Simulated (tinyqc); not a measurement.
Inside a calculation (part 2 of 3). Method: UHF in the sto-3g basis, for CH, spin multiplicity 4. Computed by tinyqc, a small Python program that keeps every step (integrals from PySCF). Command: `OMP_NUM_THREADS=1 python tinyqc.py 28574 28575 out.jsonl` (the two numbers bound the seeds that draw the settings). One thread of a shared host (Intel(R) Xeon(R) Processor @ 2.60GHz), about 0.1 s of CPU time with the checks.

Geometry (angstrom):
```
atom         x         y         z
C     0.000000  0.000000  0.000000
H     0.000000  0.000000  1.936000
```

## Iteration 2: diagonalisation and new density

extrapolated F(alpha) (hartree):
```
             1C 1s      1C 2s     1C 2px     1C 2py     1C 2pz      2H 1s
1C 1s   -11.641201  -3.065828   0.000000   0.000000  -0.001603  -0.119242
1C 2s    -3.065828  -1.584842   0.000000   0.000000  -0.000688  -0.223857
1C 2px    0.000000   0.000000  -0.171073   0.000000   0.000000   0.000000
1C 2py    0.000000   0.000000   0.000000  -0.171073   0.000000   0.000000
1C 2pz   -0.001603  -0.000688   0.000000   0.000000   0.015034  -0.209442
2H 1s    -0.119242  -0.223857   0.000000   0.000000  -0.209442  -0.352596
```

extrapolated F(beta) (hartree):
```
             1C 1s      1C 2s    1C 2px    1C 2py     1C 2pz      2H 1s
1C 1s   -10.069390  -2.771364  0.000000  0.000000  -0.001183  -0.104342
1C 2s    -2.771364  -1.060396  0.000000  0.000000  -0.028839  -0.162443
1C 2px    0.000000   0.000000  0.365404  0.000000   0.000000   0.000000
1C 2py    0.000000   0.000000  0.000000  0.365404   0.000000   0.000000
1C 2pz   -0.001183  -0.028839  0.000000  0.000000   0.327465  -0.083253
2H 1s    -0.104342  -0.162443  0.000000  0.000000  -0.083253   0.093647
```

X:
```
            1C 1s      1C 2s    1C 2px    1C 2py     1C 2pz      2H 1s
1C 1s    1.024430  -0.130468  0.000000  0.000000  -0.001478   0.009566
1C 2s   -0.130468   1.032793  0.000000  0.000000   0.010138  -0.076216
1C 2px   0.000000   0.000000  1.000000  0.000000   0.000000   0.000000
1C 2py   0.000000   0.000000  0.000000  1.000000   0.000000   0.000000
1C 2pz  -0.001478   0.010138  0.000000  0.000000   1.012001  -0.090697
2H 1s    0.009566  -0.076216  0.000000  0.000000  -0.090697   1.020209
```

Diagonalise F' = X^T F X, C = X C', fill 5 alpha and 2 beta electrons from the bottom; D(s) = C_occ C_occ^T. Each column has its largest component positive (the first on a tie).

F' = X^T F X (alpha) (hartree):
```
            1          2          3          4          5          6
1  -11.426175  -1.521222   0.000000   0.000000  -0.007641   0.015881
2   -1.521222  -1.031287   0.000000   0.000000   0.023170  -0.118873
3    0.000000   0.000000  -0.171073   0.000000   0.000000   0.000000
4    0.000000   0.000000   0.000000  -0.171073   0.000000   0.000000
5   -0.007641   0.023170   0.000000   0.000000   0.051218  -0.189511
6    0.015881  -0.118873   0.000000   0.000000  -0.189511  -0.301431
```

orbital energies (alpha) (hartree): MO1 -11.644223, MO2 -0.840327, MO3 -0.362109, MO4 -0.171073, MO5 -0.171073, MO6 0.138985

coefficients C (alpha):
```
              MO1        MO2        MO3       MO4        MO5        MO6
1C 1s    0.995554  -0.265356   0.065955  0.000000   0.000000  -0.026073
1C 2s    0.017387   0.997195  -0.284424  0.000000   0.000000   0.118310
1C 2px   0.000000   0.000000   0.000000  0.170584   0.985343   0.000000
1C 2py   0.000000   0.000000   0.000000  0.985343  -0.170584   0.000000
1C 2pz   0.000337   0.011331   0.340135  0.000000   0.000000   0.957422
2H 1s   -0.001269   0.152113   0.879806  0.000000   0.000000  -0.507694
```

F' = X^T F X (beta) (hartree):
```
           1          2         3         4          5          6
1  -9.846250  -1.485592  0.000000  0.000000  -0.003716   0.024218
2  -1.485592  -0.532016  0.000000  0.000000  -0.010537  -0.123351
3   0.000000   0.000000  0.365404  0.000000   0.000000   0.000000
4   0.000000   0.000000  0.000000  0.365404   0.000000   0.000000
5  -0.003716  -0.010537  0.000000  0.000000   0.351059  -0.125296
6   0.024218  -0.123351  0.000000  0.000000  -0.125296   0.135360
```

orbital energies (beta) (hartree): MO1 -10.077463, MO2 -0.337049, MO3 0.111318, MO4 0.365404, MO5 0.365404, MO6 0.411347

coefficients C (beta):
```
              MO1        MO2        MO3       MO4        MO5        MO6
1C 1s    0.992176  -0.272439   0.085594  0.000000   0.000000  -0.024675
1C 2s    0.029945   0.979054  -0.343704  0.000000   0.000000   0.109626
1C 2px   0.000000   0.000000   0.000000  0.055009   0.998486   0.000000
1C 2py   0.000000   0.000000   0.000000  0.998486  -0.055009   0.000000
1C 2pz   0.000650   0.049194   0.361665  0.000000   0.000000   0.948291
2H 1s   -0.002803   0.198120   0.856000  0.000000   0.000000  -0.531937
```

D(alpha) after iteration 2:
```
            1C 1s      1C 2s    1C 2px    1C 2py     1C 2pz      2H 1s
1C 1s    1.065892  -0.266061  0.000000  0.000000   0.019763   0.016400
1C 2s   -0.266061   1.075597  0.000000  0.000000  -0.085438  -0.098573
1C 2px   0.000000   0.000000  1.000000  0.000000   0.000000   0.000000
1C 2py   0.000000   0.000000  0.000000  1.000000   0.000000   0.000000
1C 2pz   0.019763  -0.085438  0.000000  0.000000   0.115820   0.300976
2H 1s    0.016400  -0.098573  0.000000  0.000000   0.300976   0.797199
```

D(beta) after iteration 2:
```
            1C 1s      1C 2s    1C 2px    1C 2py     1C 2pz      2H 1s
1C 1s    1.058636  -0.237022  0.000000  0.000000  -0.012758  -0.056756
1C 2s   -0.237022   0.959444  0.000000  0.000000   0.048183   0.193886
1C 2px   0.000000   0.000000  0.000000  0.000000   0.000000   0.000000
1C 2py   0.000000   0.000000  0.000000  0.000000   0.000000   0.000000
1C 2pz  -0.012758   0.048183  0.000000  0.000000   0.002420   0.009744
2H 1s   -0.056756   0.193886  0.000000  0.000000   0.009744   0.039259
```

Within a degenerate level the vectors are fixed only up to a rotation; this is one choice.

## Iteration 3: building the Fock matrix

core Hamiltonian H = T + V (hartree):
```
             1C 1s      1C 2s     1C 2px     1C 2py     1C 2pz      2H 1s
1C 1s   -18.034955  -4.346005   0.000000   0.000000  -0.005368  -0.163828
1C 2s    -4.346005  -4.990777   0.000000   0.000000  -0.062496  -0.544532
1C 2px    0.000000   0.000000  -3.933450   0.000000   0.000000   0.000000
1C 2py    0.000000   0.000000   0.000000  -3.933450   0.000000   0.000000
1C 2pz   -0.005368  -0.062496   0.000000   0.000000  -3.964211  -0.574233
2H 1s    -0.163828  -0.544532   0.000000   0.000000  -0.574233  -2.105735
```

Two-electron integrals (ij|kl) in chemists' order, unique and non-zero (hartree):
```
(11|11) 3.541948   (21|11) 0.576921   (21|21) 0.111888   (22|11) 0.854682
(22|21) 0.205284   (22|22) 0.624709   (31|31) 0.020296   (32|31) 0.030858
(32|32) 0.137996   (33|11) 0.852436   (33|21) 0.205335   (33|22) 0.624568
(33|33) 0.672833   (41|41) 0.020296   (42|41) 0.030858   (42|42) 0.137996
(43|43) 0.036269   (44|11) 0.852436   (44|21) 0.205335   (44|22) 0.624568
(44|33) 0.600295   (44|44) 0.672833   (51|51) 0.020296   (52|51) 0.030858
(52|52) 0.137996   (53|53) 0.036269   (54|54) 0.036269   (55|11) 0.852436
(55|21) 0.205335   (55|22) 0.624568   (55|33) 0.600295   (55|44) 0.600295
(55|55) 0.672833   (61|11) 0.021560   (61|21) 0.004160   (61|22) 0.007632
(61|33) 0.007612   (61|44) 0.007612   (61|51) 0.000254   (61|52) 0.000477
(61|55) 0.007675   (61|61) 0.000158   (62|11) 0.075212   (62|21) 0.018423
(62|22) 0.065192   (62|33) 0.063538   (62|44) 0.063538   (62|51) 0.001718
(62|52) 0.013776   (62|55) 0.068428   (62|61) 0.000716   (62|62) 0.011054
(63|31) 0.001512   (63|32) 0.008896   (63|53) 0.002468   (63|63) 0.001060
(64|41) 0.001512   (64|42) 0.008896   (64|54) 0.002468   (64|64) 0.001060
(65|11) 0.078158   (65|21) 0.019332   (65|22) 0.072168   (65|33) 0.069033
(65|44) 0.069033   (65|51) 0.002887   (65|52) 0.021653   (65|55) 0.078354
(65|61) 0.000770   (65|62) 0.014318   (65|65) 0.019262   (66|11) 0.273176
(66|21) 0.067836   (66|22) 0.271972   (66|33) 0.262578   (66|44) 0.262578
(66|51) 0.005329   (66|52) 0.060527   (66|55) 0.290550   (66|61) 0.002623
(66|62) 0.067995   (66|65) 0.097046   (66|66) 0.774606
```

nuclear repulsion = 1.64001202 hartree

J_ij = sum D_kl (ij|kl) with D = D(alpha) + D(beta), K_ij = sum D_kl (ik|jl) for each spin; F = H + J - K(s); E = tr D H + tr D J / 2 - 0.5 sum_s tr D(s) K(s) + E_nn.

Coulomb J (hartree):
```
            1C 1s     1C 2s    1C 2px    1C 2py    1C 2pz     2H 1s
1C 1s   10.779135  2.037749  0.000000  0.000000  0.004544  0.076049
1C 2s    2.037749  4.487692  0.000000  0.000000  0.056822  0.475910
1C 2px   0.000000  0.000000  4.493586  0.000000  0.000000  0.000000
1C 2py   0.000000  0.000000  0.000000  4.493586  0.000000  0.000000
1C 2pz   0.004544  0.056822  0.000000  0.000000  4.459742  0.535034
2H 1s    0.076049  0.475910  0.000000  0.000000  0.535034  2.341651
```

exchange K(alpha) (hartree):
```
           1C 1s      1C 2s    1C 2px    1C 2py     1C 2pz     2H 1s
1C 1s   3.631796   0.643825  0.000000  0.000000   0.000194  0.026441
1C 2s   0.643825   0.978791  0.000000  0.000000  -0.030084  0.130927
1C 2px  0.000000   0.000000  0.867571  0.000000   0.000000  0.000000
1C 2py  0.000000   0.000000  0.000000  0.867571   0.000000  0.000000
1C 2pz  0.000194  -0.030084  0.000000  0.000000   0.362454  0.184361
2H 1s   0.026441   0.130927  0.000000  0.000000   0.184361  0.676226
```

exchange K(beta) (hartree):
```
            1C 1s     1C 2s    1C 2px    1C 2py     1C 2pz     2H 1s
1C 1s    3.582725  0.579281  0.000000  0.000000  -0.000230  0.019649
1C 2s    0.579281  0.644733  0.000000  0.000000   0.050638  0.119099
1C 2px   0.000000  0.000000  0.142714  0.000000   0.000000  0.000000
1C 2py   0.000000  0.000000  0.000000  0.142714   0.000000  0.000000
1C 2pz  -0.000230  0.050638  0.000000  0.000000   0.151239  0.038355
2H 1s    0.019649  0.119099  0.000000  0.000000   0.038355  0.070211
```

F(alpha) (hartree):
```
             1C 1s      1C 2s     1C 2px     1C 2py     1C 2pz      2H 1s
1C 1s   -10.887616  -2.952081   0.000000   0.000000  -0.001019  -0.114220
1C 2s    -2.952081  -1.481876   0.000000   0.000000   0.024410  -0.199549
1C 2px    0.000000   0.000000  -0.307435   0.000000   0.000000   0.000000
1C 2py    0.000000   0.000000   0.000000  -0.307435   0.000000   0.000000
1C 2pz   -0.001019   0.024410   0.000000   0.000000   0.133077  -0.223560
2H 1s    -0.114220  -0.199549   0.000000   0.000000  -0.223560  -0.440310
```

F(beta) (hartree):
```
             1C 1s      1C 2s    1C 2px    1C 2py     1C 2pz      2H 1s
1C 1s   -10.838545  -2.887536  0.000000  0.000000  -0.000595  -0.107428
1C 2s    -2.887536  -1.147817  0.000000  0.000000  -0.056312  -0.187722
1C 2px    0.000000   0.000000  0.417422  0.000000   0.000000   0.000000
1C 2py    0.000000   0.000000  0.000000  0.417422   0.000000   0.000000
1C 2pz   -0.000595  -0.056312  0.000000  0.000000   0.344293  -0.077554
2H 1s    -0.107428  -0.187722  0.000000  0.000000  -0.077554   0.165704
```

total energy of this density = -37.65381315 hartree

## Iteration 3: DIIS over 3 matrices

error matrix X^T (FDS - SDF) X (alpha):
```
           1          2         3         4          5          6
1   0.000000   0.000578  0.000000  0.000000   0.008638  -0.004746
2  -0.000578   0.000000  0.000000  0.000000  -0.010379   0.010370
3   0.000000   0.000000  0.000000  0.000000   0.000000   0.000000
4   0.000000   0.000000  0.000000  0.000000   0.000000   0.000000
5  -0.008638   0.010379  0.000000  0.000000   0.000000   0.069707
6   0.004746  -0.010370  0.000000  0.000000  -0.069707   0.000000
```

B (overlaps of the stored error matrices):
```
                1               2               3
1   3.6693957e-02  -9.1505860e-03  -5.3781794e-03
2  -9.1505860e-03   3.5978477e-02   2.1657283e-02
3  -5.3781794e-03   2.1657283e-02   1.3932181e-02
```

Minimise |sum c_i e_i|^2 with sum c_i = 1: solve [B -1; -1 0][c; lambda] = [0; -1] with B_ij = tr e_i^T e_j summed over both spins, and take F = sum c_i F_i.

DIIS coefficients: 0.141381  -0.924725  1.783344

extrapolated F(alpha) (hartree):
```
             1C 1s      1C 2s     1C 2px     1C 2py     1C 2pz      2H 1s
1C 1s   -11.152587  -2.994217   0.000000   0.000000  -0.000125  -0.115465
1C 2s    -2.994217  -1.531004   0.000000   0.000000   0.030498  -0.202261
1C 2px    0.000000   0.000000  -0.296839   0.000000   0.000000   0.000000
1C 2py    0.000000   0.000000   0.000000  -0.296839   0.000000   0.000000
1C 2pz   -0.000125   0.030498   0.000000   0.000000   0.130185  -0.198903
2H 1s    -0.115465  -0.202261   0.000000   0.000000  -0.198903  -0.435398
```

extrapolated F(beta) (hartree):
```
             1C 1s      1C 2s    1C 2px    1C 2py     1C 2pz      2H 1s
1C 1s   -10.672150  -2.866440  0.000000  0.000000   0.000490  -0.107843
1C 2s    -2.866440  -1.155312  0.000000  0.000000  -0.054337  -0.181287
1C 2px    0.000000   0.000000  0.371106  0.000000   0.000000   0.000000
1C 2py    0.000000   0.000000  0.000000  0.371106   0.000000   0.000000
1C 2pz    0.000490  -0.054337  0.000000  0.000000   0.301875  -0.079911
2H 1s    -0.107843  -0.181287  0.000000  0.000000  -0.079911   0.195366
```

## Iteration 3: diagonalisation and new density

As before.

F' = X^T F X (alpha) (hartree):
```
            1          2          3          4          5          6
1  -10.931601  -1.516681   0.000000   0.000000  -0.010371   0.015999
2   -1.516681  -0.988003   0.000000   0.000000   0.053819  -0.096340
3    0.000000   0.000000  -0.296839   0.000000   0.000000   0.000000
4    0.000000   0.000000   0.000000  -0.296839   0.000000   0.000000
5   -0.010371   0.053819   0.000000   0.000000   0.167134  -0.183540
6    0.015999  -0.096340   0.000000   0.000000  -0.183540  -0.391220
```

orbital energies (alpha) (hartree): MO1 -11.157794, MO2 -0.786061, MO3 -0.428495, MO4 -0.296839, MO5 -0.296839, MO6 0.228659

coefficients C (alpha):
```
              MO1        MO2        MO3        MO4       MO5        MO6
1C 1s    0.993978  -0.269950   0.070416   0.000000  0.000000  -0.027349
1C 2s    0.023311   0.993369  -0.297571   0.000000  0.000000   0.117138
1C 2px   0.000000   0.000000   0.000000   0.979199  0.202902   0.000000
1C 2py   0.000000   0.000000   0.000000  -0.202902  0.979199   0.000000
1C 2pz   0.000252  -0.022018   0.223109   0.000000  0.000000   0.991068
2H 1s   -0.001948   0.166539   0.934072   0.000000  0.000000  -0.393348
```

F' = X^T F X (beta) (hartree):
```
            1          2         3         4          5          6
1  -10.455048  -1.494530  0.000000  0.000000   0.001502   0.024293
2   -1.494530  -0.614955  0.000000  0.000000  -0.036333  -0.141909
3    0.000000   0.000000  0.371106  0.000000   0.000000   0.000000
4    0.000000   0.000000  0.000000  0.371106   0.000000   0.000000
5    0.001502  -0.036333  0.000000  0.000000   0.324573  -0.127130
6    0.024293  -0.141909  0.000000  0.000000  -0.127130   0.242441
```

orbital energies (beta) (hartree): MO1 -10.677034, MO2 -0.429320, MO3 0.182125, MO4 0.371106, MO5 0.371106, MO6 0.421241

coefficients C (beta):
```
              MO1        MO2        MO3        MO4       MO5        MO6
1C 1s    0.994142  -0.269379   0.069923   0.000000  0.000000  -0.028266
1C 2s    0.022707   0.994284  -0.288081   0.000000  0.000000   0.132236
1C 2px   0.000000   0.000000   0.000000   0.992747  0.120219   0.000000
1C 2py   0.000000   0.000000   0.000000  -0.120219  0.992747   0.000000
1C 2pz   0.000404   0.074986   0.552226   0.000000  0.000000   0.849648
2H 1s   -0.002059   0.146318   0.731383   0.000000  0.000000  -0.706129
```

D(alpha) after iteration 3:
```
            1C 1s      1C 2s    1C 2px    1C 2py     1C 2pz      2H 1s
1C 1s    1.065824  -0.265943  0.000000  0.000000   0.021904   0.018880
1C 2s   -0.265943   1.075873  0.000000  0.000000  -0.088257  -0.112563
1C 2px   0.000000   0.000000  1.000000  0.000000   0.000000   0.000000
1C 2py   0.000000   0.000000  0.000000  1.000000   0.000000   0.000000
1C 2pz   0.021904  -0.088257  0.000000  0.000000   0.050263   0.204733
2H 1s    0.018880  -0.112563  0.000000  0.000000   0.204733   0.900230
```

D(beta) after iteration 3:
```
            1C 1s      1C 2s    1C 2px    1C 2py     1C 2pz      2H 1s
1C 1s    1.060883  -0.245265  0.000000  0.000000  -0.019797  -0.041462
1C 2s   -0.245265   0.989117  0.000000  0.000000   0.074566   0.145435
1C 2px   0.000000   0.000000  0.000000  0.000000   0.000000   0.000000
1C 2py   0.000000   0.000000  0.000000  0.000000   0.000000   0.000000
1C 2pz  -0.019797   0.074566  0.000000  0.000000   0.005623   0.010971
2H 1s   -0.041462   0.145435  0.000000  0.000000   0.010971   0.021413
```

Within a degenerate level the vectors are fixed only up to a rotation; this is one choice.
